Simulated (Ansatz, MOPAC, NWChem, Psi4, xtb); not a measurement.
# ClF (chlorine monofluoride): methods side by side

ClF, singlet, SMILES `FCl`. Each level relaxes the structure for itself.

Each level gives the harmonic wavenumber (cm⁻¹). The values are calculated.

| level | kind | program | value (cm⁻¹) |
| --- | --- | --- | --- |
| PM6 | semi-empirical | MOPAC | 862 |
| PM6-D3 | semi-empirical | MOPAC | 862 |
| PM6-ORG | semi-empirical | MOPAC | 847 |
| GFN1-xTB | semi-empirical | xtb | 747 |
| SCAN/6-311+G** | meta-GGA | NWChem | 734 |
| B3LYP-D3(BJ)/def2-SVP | global hybrid | NWChem | 767 |
| PBE0-D3(BJ)/def2-SVP | global hybrid | NWChem | 802 |
| PBE0-D4/def2-SVP (density fitting) | global hybrid | Psi4 | 803 |
| PBE0-D4/def2-TZVP | global hybrid | Ansatz | 824 |

Harmonic and unscaled. The values span 734 to 862 cm⁻¹.
